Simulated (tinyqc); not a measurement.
RKS/PBE in the sto-3g basis, for LiH, spin multiplicity 1, step by step. One step of it, computed by the program tinyqc.

Problem. Iteration 1: building the Kohn-Sham matrix. J_ij = sum D_kl (ij|kl); F = H + J + V_xc; E = tr D H + tr D J / 2 + E_xc + E_nn.

D at the start, lower triangle:
```
            1Li 1s    1Li 2s   1Li 2px   1Li 2py   1Li 2pz     2H 1s
1Li 1s    2.045411
1Li 2s   -0.110870  0.159011
1Li 2px   0.000000  0.000000  0.000000
1Li 2py   0.000000  0.000000  0.000000  0.000000
1Li 2pz  -0.059780  0.165970  0.000000  0.000000  0.174823
2H 1s    -0.142574  0.388503  0.000000  0.000000  0.409151  0.957569
```

core Hamiltonian H = T + V (hartree), lower triangle:
```
            1Li 1s     1Li 2s    1Li 2px    1Li 2py    1Li 2pz      2H 1s
1Li 1s   -4.742936
1Li 2s   -1.065800  -1.399065
1Li 2px   0.000000   0.000000  -1.138527
1Li 2py   0.000000   0.000000   0.000000  -1.138527
1Li 2pz  -0.016696  -0.123749   0.000000   0.000000  -1.238000
2H 1s    -0.321924  -0.711380   0.000000   0.000000  -0.852823  -1.474103
```

Two-electron integrals (ij|kl) in chemists' order, unique and non-zero (hartree):
```
(11|11) 1.680395   (21|11) 0.265420   (21|21) 0.049941   (22|11) 0.397727
(22|21) 0.092860   (22|22) 0.290562   (31|31) 0.008981   (32|31) 0.013788
(32|32) 0.064184   (33|11) 0.396640   (33|21) 0.092880   (33|22) 0.290497
(33|33) 0.312946   (41|41) 0.008981   (42|41) 0.013788   (42|42) 0.064184
(43|43) 0.016869   (44|11) 0.396640   (44|21) 0.092880   (44|22) 0.290497
(44|33) 0.279207   (44|44) 0.312946   (51|51) 0.008981   (52|51) 0.013788
(52|52) 0.064184   (53|53) 0.016869   (54|54) 0.016869   (55|11) 0.396640
(55|21) 0.092880   (55|22) 0.290497   (55|33) 0.279207   (55|44) 0.279207
(55|55) 0.312946   (61|11) 0.075849   (61|21) 0.014339   (61|22) 0.027103
(61|33) 0.026783   (61|44) 0.026783   (61|51) 0.001693   (61|52) 0.003264
(61|55) 0.027754   (61|61) 0.004499   (62|11) 0.155264   (62|21) 0.036574
(62|22) 0.118319   (62|33) 0.112534   (62|44) 0.112534   (62|51) 0.005979
(62|52) 0.034237   (62|55) 0.129765   (62|61) 0.012493   (62|62) 0.076668
(63|31) 0.003157   (63|32) 0.014079   (63|53) 0.005471   (63|63) 0.005946
(64|41) 0.003157   (64|42) 0.014079   (64|54) 0.005471   (64|64) 0.005946
(65|11) 0.185871   (65|21) 0.044297   (65|22) 0.148966   (65|33) 0.139054
(65|44) 0.139054   (65|51) 0.009316   (65|52) 0.052361   (65|55) 0.168603
(65|61) 0.015832   (65|62) 0.106297   (65|65) 0.149951   (66|11) 0.335413
(66|21) 0.080470   (66|22) 0.283711   (66|33) 0.259220   (66|44) 0.259220
(66|51) 0.015714   (66|52) 0.106600   (66|55) 0.332266   (66|61) 0.028933
(66|62) 0.226610   (66|65) 0.327262   (66|66) 0.774606
```

nuclear repulsion = 1.01052300 hartree

V_xc (hartree), lower triangle:
```
            1Li 1s     1Li 2s    1Li 2px    1Li 2py    1Li 2pz      2H 1s
1Li 1s   -1.111472
1Li 2s   -0.140727  -0.152044
1Li 2px   0.000000   0.000000  -0.136265
1Li 2py   0.000000   0.000000   0.000000  -0.136265
1Li 2pz  -0.003549  -0.070982   0.000000   0.000000  -0.180264
2H 1s    -0.041877  -0.128848   0.000000   0.000000  -0.181800  -0.472291
```

E_xc = sum of w rho eps_xc = -2.35307717 hartree

Give: Coulomb J; Kohn-Sham matrix F; total energy of this density.

Solution.

Coulomb J (hartree), lower triangle:
```
         1Li 1s  1Li 2s  1Li 2px  1Li 2py  1Li 2pz  2H 1s
1Li 1s    4.083
1Li 2s    0.700   1.368
1Li 2px   0.000   0.000    1.328
1Li 2py   0.000   0.000    0.000    1.328
1Li 2pz   0.030   0.190    0.000    0.000    1.441
2H 1s     0.211   0.722    0.000    0.000    0.954  1.982
```

Kohn-Sham matrix F (hartree), lower triangle:
```
         1Li 1s  1Li 2s  1Li 2px  1Li 2py  1Li 2pz  2H 1s
1Li 1s   -1.771
1Li 2s   -0.506  -0.183
1Li 2px   0.000   0.000    0.053
1Li 2py   0.000   0.000    0.000    0.053
1Li 2pz   0.010  -0.004    0.000    0.000    0.022
2H 1s    -0.153  -0.119    0.000    0.000   -0.081  0.036
```

total energy of this density = -7.90358 hartree
